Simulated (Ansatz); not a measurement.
Molecule: singlet methylene, CH2, net charge 0, singlet state. 
Coordinates optimised at B3LYP-D3(BJ)/def2-TZVP (Ansatz, a first-principles code):
```xyz
3

C      0.0073     0.0003     0.1749
H     -0.0104     0.8611    -0.5267
H     -0.0333    -0.8629    -0.5227
```
Charge 0, spin multiplicity 1.

Wanted: vertical triplet-singlet gap (E(triplet) - E(singlet); each state is the SCF solution reached for its spin; for the singlet the Hartree-Fock reference is unstable and T1 is 0.009), in kJ/mol. Valence correlation only, unless marked. Open shells are spin-unrestricted. Spin-orbit coupling is left out. Non-relativistic. Basis-set limits of correlation are two-point, X^-3; Hartree-Fock from the larger set.

```json
[
 {"level": "PBE0/def2-TZVPD", "program": "Ansatz", "vertical triplet-singlet gap (kJ/mol)": "…"},
 {"level": "SCS-MP2/aug-cc-pVDZ", "program": "Ansatz", "vertical triplet-singlet gap (kJ/mol)": "-2.2"},
 {"level": "SCS-MP2/aug-cc-pVTZ", "program": "Ansatz", "vertical triplet-singlet gap (kJ/mol)": "10.3"},
 {"level": "SCS-MP2/aug-cc-pVQZ", "program": "Ansatz", "vertical triplet-singlet gap (kJ/mol)": "14.7"},
 {"level": "SCS-MP2/def2-QZVPPD", "program": "Ansatz", "vertical triplet-singlet gap (kJ/mol)": "13.5"},
 {"level": "CCSD/def2-TZVPPD", "program": "Ansatz", "vertical triplet-singlet gap (kJ/mol)": "-0.1"},
 {"level": "CCSD(T)/CBS(aug-cc-pVTZ,aug-cc-pVQZ)", "program": "Ansatz", "vertical triplet-singlet gap (kJ/mol)": "7.3"}
]
```

Question: Some entries are withheld; supply them.

Answer: 
- PBE0/def2-TZVPD, vertical triplet-singlet gap (kJ/mol): -26.2
